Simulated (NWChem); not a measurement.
System: fluoromethane (CH₃F); SMILES CF

NWChem printed, in part:

```
             Northwest Computational Chemistry Package (NWChem) 7.3.0
             --------------------------------------------------------

                             Geometry "geometry" -> ""
                             -------------------------

 Output coordinates in angstroms (scale by  1.889725989 to convert to a.u.)

  No.       Tag          Charge          X              Y              Z
 ---- ---------------- ---------- -------------- -------------- --------------
    1 C                    6.0000     0.00000000     0.00000000    -0.60179100
    2 F                    9.0000     0.00000000     0.00000000     0.76162300
    3 H                    1.0000     0.73258600     0.73258600    -0.97962300
    4 H                    1.0000     0.26814500    -1.00073100    -0.97962300
    5 H                    1.0000    -1.00073100     0.26814500    -0.97962300

 Effective nuclear repulsion energy (a.u.)      37.5326405142

  pbe96 is a nonlocal functional; adding pw91lda local functional.
                              NWChem Property Module
                              ----------------------

  itol2e modified to match energy
  convergence criterion.

                                 NWChem DFT Module
                                 -----------------

 Summary of "ao basis" -> "ao basis" (spherical)
 ------------------------------------------------------------------------------
       Tag                 Description            Shells   Functions and Types
 ---------------- ------------------------------  ------  ---------------------
 C                          pcsseg-1                 7       17   3s3p1d
 F                          pcsseg-1                 7       17   3s3p1d
 H                          pcsseg-1                 3        5   2s1p

  itol2e modified to match energy
  convergence criterion.

            General Information
            -------------------
          SCF calculation type: DFT
          Wavefunction type:  closed shell.
          No. of atoms     :     5
          No. of electrons :    18
           Alpha electrons :     9
            Beta electrons :     9
          Charge           :     0
          Spin multiplicity:     1
          Use of symmetry is: off; symmetry adaption is: off
          Maximum number of iterations: 150
          AO basis - number of functions:    49
                     number of shells:    23
          Convergence on energy requested:  1.00D-07
          Convergence on density requested:  1.00D-05
          Convergence on gradient requested:  5.00D-04

[...]

          -----------------------------------------
          Chemical Shielding Tensors (GIAO, in ppm)
          -----------------------------------------

                                NWChem CPHF Module
                                ------------------

  scftype          =     RHF
  nclosed          =        9
  nopen            =        0
  variables        =      360
  # of vectors     =        3
  tolerance        = 0.10D-03
  level shift      = 0.00D+00
  max iterations   =       50
  max subspace     =       30

 SCF residual:    3.5614262779100765E-004

Iterative solution of linear equations
  No. of variables      360
  No. of equations        3
  Maximum subspace       30
        Iterations       50
       Convergence  1.0D-04

   iter   nsub   residual    time
   ----  ------  --------  ---------
     1      3    1.30D-04       6.0
     2      6    1.11D-08       6.8

      Atom:    1  C
        Diamagnetic
    240.6675      0.0000     -0.0000
      0.0000    240.6675     -0.0000
     -0.0000     -0.0000    254.5792

        Paramagnetic
   -169.4776     -0.0000     -0.0000
     -0.0000   -169.4776     -0.0000
     -0.0000     -0.0000    -77.3129

        Total Shielding Tensor
     71.1899     -0.0000     -0.0000
     -0.0000     71.1899     -0.0000
     -0.0000     -0.0000    177.2663

           isotropic =     106.5487
          anisotropy =     106.0764

          Principal Components and Axis System
                 1           2           3
              177.2663     71.1899     71.1899

      1        -0.0000     -0.7057      0.7085
      2        -0.0000      0.7085      0.7057
      3         1.0000      0.0000      0.0000

      Atom:    2  F
        Diamagnetic
    464.1848      0.0000      0.0000
      0.0000    464.1848      0.0000
      0.0000      0.0000    494.4226

        Paramagnetic
     11.9535      0.0001     -0.0000
      0.0001     11.9535     -0.0000
     -0.0000     -0.0000    -97.5366

        Total Shielding Tensor
    476.1383      0.0001     -0.0000
      0.0001    476.1383     -0.0000
     -0.0000     -0.0000    396.8860

           isotropic =     449.7209
          anisotropy =      39.6263

          Principal Components and Axis System
                 1           2           3
              476.1384    476.1382    396.8860

      1         0.7071     -0.7071      0.0000
      2         0.7071      0.7071      0.0000
      3        -0.0000     -0.0000      1.0000

      Atom:    3  H
        Diamagnetic
     28.8574      5.9125     -4.2191
      5.9125     28.8574     -4.2191
     -4.2191     -4.2191     28.4606

        Paramagnetic
     -3.7928     -4.8239      2.0666
     -4.8239     -3.7928      2.0666
      2.0666      2.0666      1.7282

        Total Shielding Tensor
     25.0646      1.0886     -2.1525
      1.0886     25.0646     -2.1525
     -2.1525     -2.1525     30.1887

           isotropic =      26.7726
          anisotropy =       7.5757

          Principal Components and Axis System
                 1           2           3
               31.8230     24.5189     23.9759

      1        -0.3345      0.6230     -0.7071
      2        -0.3345      0.6230      0.7071
      3         0.8811      0.4730      0.0000
```

Level: PBE/pcSseg-1, GIAO. Structure relaxed at the PBE0/def2-SVP level. The printed shielding anisotropy is the first printed principal value minus the mean of the other two.

Task: Reconstruct the input file.

Result: One answer among several that fit: the input that was run:
```
start job
memory heap 200 mb stack 900 mb global 1100 mb
geometry units angstroms noautosym nocenter noautoz
  C      0.000000     0.000000    -0.601791
  F      0.000000     0.000000     0.761623
  H      0.732586     0.732586    -0.979623
  H      0.268145    -1.000731    -0.979623
  H     -1.000731     0.268145    -0.979623
end
basis spherical
  * library pcsseg-1
end
dft
  xc xpbe96 cpbe96
  iterations 150
end
property
  shielding 3 1 2 3
end
task dft property
```
